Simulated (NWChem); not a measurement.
# C3H6O (oxetane) at 6 levels

We compute a comparison of 6 runs (HF/3-21G, B3LYP/6-31G*, PBE/6-31G*, PBE0/6-31G*, SVWN5/6-31G*) of C3H6O (oxetane). 

The calculation is run with NWChem 7.3.0.

2 further runs of the same task are left out: 2 set aside as unsound or not needed. Runs told in other sessions of the task aren't counted.

## Step 1: The molecule

The species is C3H6O (10 atoms), meant as a singlet with charge 0. As SMILES, `C1COC1`. Geometry: relaxed at PBE0-D4/def2-TZVP.

Bond lengths: C1–C2 1.532 Å, C2–O3 1.434 Å, C1–C4 1.532 Å, O3–C4 1.434 Å, C1–H5 1.089 Å, C1–H6 1.089 Å, C2–H7 1.095 Å, C2–H8 1.095 Å, C4–H9 1.095 Å, C4–H10 1.095 Å. Some angles: C1–C2–O3 91.9°, C2–C1–C4 84.4°, C2–O3–C4 91.7°, C1–C4–O3 91.9°, C1–C2–H7 115.7°, C1–C2–H8 115.8°, O3–C2–H7 111.7°, O3–C2–H8 111.8°, C2–C1–H5 115.3°, C2–C1–H6 115.5°.

## Step 2: Energy and forces at HF/3-21G (run 1)

The input, run.py:

```python
from ase import Atoms
from ase.calculators.nwchem import NWChem

molecule = Atoms(['C', 'C', 'O', 'C', 'H', 'H', 'H', 'H', 'H', 'H'], positions=[
    [-0.599130, 0.517750, -0.075190],
    [-0.419380, -0.997090, 0.061270],
    [1.008280, -0.871970, 0.109830],
    [0.930030, 0.555770, 0.001820],
    [-1.025190, 0.851830, -1.020120],
    [-1.121860, 1.003500, 0.747450],
    [-0.819130, -1.441330, 0.978800],
    [-0.745780, -1.595590, -0.795340],
    [1.348230, 1.052830, 0.883310],
    [1.443940, 0.924300, -0.891830],
])

calc = NWChem(
    label='test',
    theory='scf',
    memory='2200 mb',
    basis='3-21G',
    basispar='spherical bse',
    scf={'nopen': '0', 'rhf': None, 'thresh': '1e-08', 'maxiter': '80'},
)
molecule.calc = calc

forces = molecule.get_forces()
print(f"energy = {molecule.get_potential_energy():.6f} eV")
print("forces (eV/A):")
for s, f in zip(molecule.symbols, forces):
    print(f"{s:2s} {f[0]:10.5f} {f[1]:10.5f} {f[2]:10.5f}")
print("dipole (e A):", molecule.get_dipole_moment().round(4))
```

Run with:

```bash
$ export ASE_NWCHEM_COMMAND="nwchem PREFIX.nwi > PREFIX.nwo"
$ python run.py
```

What it wrote:

```text
energy = -5192.883022 eV
forces (eV/A):
C    -0.92117    0.79663   -0.11045
C    -1.80656   -1.90781    0.07934
O     1.06202   -0.91850    0.11333
C     1.63661    2.05498   -0.07281
H     0.17288   -0.13956    0.28256
H     0.20204   -0.18466   -0.23510
H     0.14033    0.28215   -0.42814
H     0.10619    0.35013    0.38099
H    -0.27542   -0.19643   -0.40958
H    -0.31702   -0.13699    0.39986
dipole (e A): [-0.4012  0.347  -0.0435]
```

The calculator wrote test.nwi:

```
title "test"

permanent_dir test

scratch_dir test

start test

geometry units angstrom nocenter noautosym noautoz
  C  -5.9913000000000005e-01 5.1775000000000004e-01 -7.5190000000000007e-02
  C  -4.1937999999999998e-01 -9.9709000000000003e-01 6.1269999999999998e-02
  O  1.0082800000000001e+00 -8.7197000000000002e-01 1.0983000000000000e-01
  C  9.3003000000000002e-01 5.5576999999999999e-01 1.8200000000000000e-03
  H  -1.0251900000000000e+00 8.5182999999999998e-01 -1.0201199999999999e+00
  H  -1.1218600000000001e+00 1.0035000000000001e+00 7.4744999999999995e-01
  H  -8.1913000000000002e-01 -1.4413300000000000e+00 9.7880000000000000e-01
  H  -7.4578000000000000e-01 -1.5955900000000001e+00 -7.9534000000000005e-01
  H  1.3482300000000000e+00 1.0528299999999999e+00 8.8331000000000004e-01
  H  1.4439400000000000e+00 9.2430000000000001e-01 -8.9183000000000001e-01
end

memory 2200 mb

basis spherical bse noprint
   * library 3-21G
end

scf
  nopen 0
  rhf
  thresh 1e-08
  maxiter 80
end

task scf gradient
```

test.nwo:

```text
Northwest Computational Chemistry Package (NWChem) 7.3.0
             --------------------------------------------------------

           Job information
           ---------------

    nwchem branch   = 7.3.0
    use scalapack   = T
    input           = test.nwi
    prefix          = test.
    data base       = test/test.db
    status          = startup
    nproc           =        1

           Memory information
           ------------------

[... 5 lines left out ...]
    hardfail = no
[... 140 lines left out ...]
         Quadratically convergent ROHF
[... 14 lines left out ...]
       Final RHF  results
[... 4 lines left out ...]
      Two-electron energy =    194.501026357552
[... 35 lines left out ...]
                       ROHF Final Molecular Orbital Analysis
[... 224 lines left out ...]
                 ----------------------------------------
                 |  Time  |  1-e(secs)   |  2-e(secs)   |
                 ----------------------------------------
                 |  CPU   |       0.00   |       0.20   |
                 ----------------------------------------
                 |  WALL  |       0.00   |       0.20   |
                 ----------------------------------------

 Task  times  cpu:        1.6s     wall:        1.6s
 Total times  cpu:        1.6s     wall:        1.6s
```

Run time: 2.6 s. Hardware: 1 thread of Intel Xeon 6975P-C (Granite Rapids), shared host; peak memory 0.1 GiB.

## Step 3: Energy and gradient at B3LYP/6-31G(d) (spherical functions) (run 2)

Edit run.py of step 2 so:

```diff
@@ -17,8 +17,8 @@
 calc = NWChem(
-    label='test',
-    theory='scf',
+    label='c3h6o',
+    theory='dft',
     memory='2200 mb',
-    basis='3-21G',
+    basis='6-31G*',
     basispar='spherical bse',
-    scf={'nopen': '0', 'rhf': None, 'thresh': '1e-08', 'maxiter': '80'},
+    dft={'xc': 'b3lyp', 'mult': '1', 'grid': 'xfine', 'convergence': 'energy 1e-08', 'iterations': '100', 'mulliken': None, 'print': 'low'},
 )
@@ -31,2 +31 @@
     print(f"{s:2s} {f[0]:10.5f} {f[1]:10.5f} {f[2]:10.5f}")
-print("dipole (e A):", molecule.get_dipole_moment().round(4))
```

Run with:

```bash
$ export ASE_NWCHEM_COMMAND="nwchem PREFIX.nwi > PREFIX.nwo"
$ python run.py
```

What it wrote:

```text
energy = -5254.556314 eV
forces (eV/A):
C    -0.24040    0.20816   -0.02772
C    -0.17777   -0.24425    0.01316
O     0.37528   -0.32458    0.03846
C     0.21669    0.21011   -0.00468
H    -0.07251    0.05883   -0.10757
H    -0.08382    0.07616    0.08839
H    -0.07528   -0.06577    0.08099
H    -0.06726   -0.08032   -0.07533
H     0.05785    0.08731    0.07538
H     0.06721    0.07436   -0.08104
```

The calculator wrote c3h6o.nwi:

```
title "c3h6o"

permanent_dir c3h6o

scratch_dir c3h6o

start c3h6o

geometry units angstrom nocenter noautosym noautoz
  C  -5.9913000000000005e-01 5.1775000000000004e-01 -7.5190000000000007e-02
  C  -4.1937999999999998e-01 -9.9709000000000003e-01 6.1269999999999998e-02
  O  1.0082800000000001e+00 -8.7197000000000002e-01 1.0983000000000000e-01
  C  9.3003000000000002e-01 5.5576999999999999e-01 1.8200000000000000e-03
  H  -1.0251900000000000e+00 8.5182999999999998e-01 -1.0201199999999999e+00
  H  -1.1218600000000001e+00 1.0035000000000001e+00 7.4744999999999995e-01
  H  -8.1913000000000002e-01 -1.4413300000000000e+00 9.7880000000000000e-01
  H  -7.4578000000000000e-01 -1.5955900000000001e+00 -7.9534000000000005e-01
  H  1.3482300000000000e+00 1.0528299999999999e+00 8.8331000000000004e-01
  H  1.4439400000000000e+00 9.2430000000000001e-01 -8.9183000000000001e-01
end

memory 2200 mb

basis spherical bse noprint
   * library 6-31G*
end

dft
  xc b3lyp
  mult 1
  grid xfine
  convergence energy 1e-08
  iterations 100
  mulliken
  print low
end

task dft gradient
```

c3h6o.nwo:

```text
Northwest Computational Chemistry Package (NWChem) 7.3.0
             --------------------------------------------------------

           Job information
           ---------------

    nwchem branch   = 7.3.0
    use scalapack   = T
    input           = c3h6o.nwi
    prefix          = c3h6o.
    data base       = c3h6o/c3h6o.db
    status          = startup
    nproc           =        1

           Memory information
           ------------------

[... 5 lines left out ...]
    hardfail = no
[... 38 lines left out ...]
            Nuclear Dipole moment (a.u.)
[... 96 lines left out ...]
         Total DFT energy =     -193.101384436791
[... 1 line left out ...]
           Coulomb energy =      221.544774389247
[... 1 line left out ...]
 Nuclear repulsion energy =      128.774441390765
[... 29 lines left out ...]
                         DFT ENERGY GRADIENTS

    atom               coordinates                        gradient
                 x          y          z           x          y          z
   1 C      -1.132192   0.978406  -0.142088    0.004675  -0.004048   0.000539
   2 C      -0.792513  -1.884227   0.115784    0.003457   0.004750  -0.000256
   3 O       1.905373  -1.647784   0.207549   -0.007298   0.006312  -0.000748
[... 6 lines of this table left out ...]
  10 H       2.728651   1.746674  -1.685314   -0.001307  -0.001446   0.001576

 Task  times  cpu:       32.2s     wall:       32.2s
 Total times  cpu:       32.2s     wall:       32.2s
```

Run time: 33 s. Hardware: 1 thread of Intel Xeon 6975P-C (Granite Rapids), shared host; peak memory 0.15 GiB.

Run 3 isn't shown in full; the table further down has it.

## Step 4: Energy and gradient at PBE0/6-31G(d) (spherical functions) (run 4)

The input, run.py:

```python
from ase import Atoms
from ase.calculators.nwchem import NWChem

system = Atoms(['C', 'C', 'O', 'C', 'H', 'H', 'H', 'H', 'H', 'H'], positions=[
    [-0.599130, 0.517750, -0.075190],
    [-0.419380, -0.997090, 0.061270],
    [1.008280, -0.871970, 0.109830],
    [0.930030, 0.555770, 0.001820],
    [-1.025190, 0.851830, -1.020120],
    [-1.121860, 1.003500, 0.747450],
    [-0.819130, -1.441330, 0.978800],
    [-0.745780, -1.595590, -0.795340],
    [1.348230, 1.052830, 0.883310],
    [1.443940, 0.924300, -0.891830],
])

calc = NWChem(
    label='mol',
    theory='dft',
    memory='2200 mb',
    basis='6-31G*',
    basispar='spherical bse',
    dft={'xc': 'pbe0', 'mult': '1', 'grid': 'xfine', 'convergence': 'energy 1e-08', 'iterations': '100', 'mulliken': None},
)
system.calc = calc

forces = system.get_forces()
e = system.get_potential_energy()
print(f"E = {e:.6f} eV")
print("forces (eV/A):")
for s, f in zip(system.symbols, forces):
    print(f"{s:2s} {f[0]:10.5f} {f[1]:10.5f} {f[2]:10.5f}")
print("dipole (e A):", system.get_dipole_moment().round(4))
```

Run with:

```bash
$ export ASE_NWCHEM_COMMAND="nwchem PREFIX.nwi > PREFIX.nwo"
$ python run.py
```

What it wrote:

```text
E = -5248.484184 eV
forces (eV/A):
C    -0.02803    0.02468   -0.00118
C     0.14424    0.04973    0.00278
O     0.05096   -0.04402    0.00473
C    -0.02941   -0.14964    0.00998
H    -0.05718    0.04561   -0.10403
H    -0.06839    0.06279    0.08855
H    -0.05291   -0.04355    0.07477
H    -0.04566   -0.05734   -0.07132
H     0.03877    0.06181    0.07096
H     0.04767    0.04998   -0.07523
dipole (e A): [-0.3099  0.268  -0.0339]
```

The calculator wrote mol.nwi:

```
title "mol"

permanent_dir mol

scratch_dir mol

start mol

geometry units angstrom nocenter noautosym noautoz
  C  -5.9913000000000005e-01 5.1775000000000004e-01 -7.5190000000000007e-02
  C  -4.1937999999999998e-01 -9.9709000000000003e-01 6.1269999999999998e-02
  O  1.0082800000000001e+00 -8.7197000000000002e-01 1.0983000000000000e-01
  C  9.3003000000000002e-01 5.5576999999999999e-01 1.8200000000000000e-03
  H  -1.0251900000000000e+00 8.5182999999999998e-01 -1.0201199999999999e+00
  H  -1.1218600000000001e+00 1.0035000000000001e+00 7.4744999999999995e-01
  H  -8.1913000000000002e-01 -1.4413300000000000e+00 9.7880000000000000e-01
  H  -7.4578000000000000e-01 -1.5955900000000001e+00 -7.9534000000000005e-01
  H  1.3482300000000000e+00 1.0528299999999999e+00 8.8331000000000004e-01
  H  1.4439400000000000e+00 9.2430000000000001e-01 -8.9183000000000001e-01
end

memory 2200 mb

basis spherical bse noprint
   * library 6-31G*
end

dft
  xc pbe0
  mult 1
  grid xfine
  convergence energy 1e-08
  iterations 100
  mulliken
end

task dft gradient
```

mol.nwo:

```text
Northwest Computational Chemistry Package (NWChem) 7.3.0
             --------------------------------------------------------

           Job information
           ---------------

    nwchem branch   = 7.3.0
    use scalapack   = T
    input           = mol.nwi
    prefix          = mol.
    data base       = mol/mol.db
    status          = startup
    nproc           =        1

           Memory information
           ------------------

[... 5 lines left out ...]
    hardfail = no
[... 111 lines left out ...]
  convergence criterion.
[... 41 lines left out ...]
          Spatial weights used:  Erf1
[... 32 lines left out ...]
 1-e energy   =    -512.901247
[... 46 lines left out ...]
           Coulomb energy =      221.470761641128
[... 548 lines left out ...]
          Convergence on density requested:  1.00D-05
[... 27 lines left out ...]
          total energy or number of iterations.
[... 36 lines left out ...]
                 ----------------------------------------
                 |  Time  |  1-e(secs)   |  2-e(secs)   |
                 ----------------------------------------
                 |  CPU   |       0.00   |       1.11   |
                 ----------------------------------------
                 |  WALL  |       0.00   |       1.11   |
                 ----------------------------------------

 Task  times  cpu:       26.3s     wall:       26.3s
 Total times  cpu:       26.4s     wall:       26.4s
```

Run time: 28 s. Hardware: 1 thread of Intel Xeon 6975P-C (Granite Rapids), shared host; peak memory 0.15 GiB.

Run 5 isn't shown in full; the table further down has it.

## Step 5: Energy and forces at B3LYP/6-31G(d) (Cartesian functions) (run 6)

The input, c3h6o.nw:

```
start c3h6o
title "C3H6O"
memory stack 880 mb heap 220 mb global 1100 mb
charge 0
geometry noautosym nocenter noautoz
C     -0.599130     0.517750    -0.075190
C     -0.419380    -0.997090     0.061270
O      1.008280    -0.871970     0.109830
C      0.930030     0.555770     0.001820
H     -1.025190     0.851830    -1.020120
H     -1.121860     1.003500     0.747450
H     -0.819130    -1.441330     0.978800
H     -0.745780    -1.595590    -0.795340
H      1.348230     1.052830     0.883310
H      1.443940     0.924300    -0.891830
end
basis
* library 6-31G*
end
dft
xc b3lyp
mult 1
grid xfine
convergence energy 1e-08
iterations 100
mulliken
print medium
end
task dft gradient
```

Run with:

```bash
$ nwchem c3h6o.nw > c3h6o.out
```

What it wrote:

```text
[...]
          Wavefunction type:  closed shell.
          No. of atoms     :    10
          No. of electrons :    32
[...]
          Charge           :     0
          Spin multiplicity:     1
[...]
          AO basis - number of functions:    72
[...]
              XC Information
              --------------
                         B3LYP Method XC Potential
                     Hartree-Fock (Exact) Exchange  0.200
                        Slater Exchange Functional  0.800 local
                    Becke 1988 Exchange Functional  0.720 non-local
              Lee-Yang-Parr Correlation Functional  0.810
                  VWN I RPA Correlation Functional  0.190 local
[...]
 d= 0,ls=0.0,diis     1   -193.0372924667 -3.22D+02  1.48D-02  6.54D-01     3.1
[...]
 d= 0,ls=0.0,diis    10   -193.1046618445 -1.78D-11  7.46D-08  9.25D-11    29.9
         Total DFT energy =     -193.104661844462
      One electron energy =     -516.218684516134
           Coulomb energy =      221.475382163298
    Exchange-Corr. energy =      -27.135800882390
 Nuclear repulsion energy =      128.774441390765
[...]
      Total Density - Mulliken Population Analysis
     ---------------------------------------------
    Atom       Charge   Shell Charges
 -----------   ------   -------------------------------------------------------
    1 C    6     6.36   1.99  0.68  2.13  0.62  0.91  0.03
    2 C    6     6.00   1.99  0.70  2.04  0.52  0.69  0.05
    3 O    8     8.49   1.99  0.90  2.90  1.03  1.65  0.01
    4 C    6     6.00   1.99  0.70  2.04  0.52  0.69  0.05
    5 H    1     0.85   0.53  0.32
    6 H    1     0.85   0.53  0.32
    7 H    1     0.87   0.54  0.33
    8 H    1     0.86   0.54  0.33
    9 H    1     0.87   0.54  0.33
   10 H    1     0.86   0.54  0.33
[...]
  wavefunction    = closed shell
[...]
```

Run time: 35 s. Hardware: 1 thread of Intel Xeon 6975P-C (Granite Rapids), shared host; peak memory 0.15 GiB.

## Step 6: Overview of the runs

| run | level | iteration cap | module | energy (Eh) | dipole moment (D) | HOMO energy (eV) | LUMO energy (eV) | wall time |
| --- | --- | --- | --- | --- | --- | --- | --- | --- |
| 1 | HF/3-21G | 80 | scf | -190.834933 | 2.56 | -10.81 | 7.05 | 2.6 s |
| 2 | B3LYP/6-31G* (spherical functions) | 100 | dft | -193.101384 | – | – | – | 33 s |
| 3 | PBE/6-31G* (spherical functions) | 100 | dft | -192.855316 | 1.82 | -5.15 | 1.61 | 33 s |
| 4 | PBE0/6-31G* (spherical functions) | 100 | dft | -192.878238 | 1.97 | -6.85 | 2.73 | 28 s |
| 5 | SVWN5/6-31G* (spherical functions) | 100 | dft | -191.445797 | 1.88 | – | – | 14 s |
| 6 | B3LYP/6-31G* (Cartesian functions) | 100 | dft | -193.104662 | 1.95 | -6.56 | 2.45 | 35 s |

## Step 7: Results

| quantity | value |
| --- | --- |
| run 6: total energy | -193.10466 Eh |
| run 6: dipole moment | 1.95 D |
| run 6: HOMO energy | -6.56 eV |
| run 6: LUMO energy | 2.45 eV |
| run 6: HOMO–LUMO gap | 9.02 eV |
| run 6: largest force on an atom | 0.537 eV/Å |

**Reading.** Over runs 1, 3, 4, 5, 6 the dipole moment (its size) runs from 1.82 D (PBE/6-31G*) to 2.56 D (HF/3-21G). The two ends differ in method and basis. Over runs 1, 3, 4, 6 the HOMO–LUMO gap runs from 6.76 eV (PBE/6-31G*) to 17.86 eV (HF/3-21G). Totals of different functionals can't be ranked against each other. All runs together took 2.4 min, the longest 35 s.
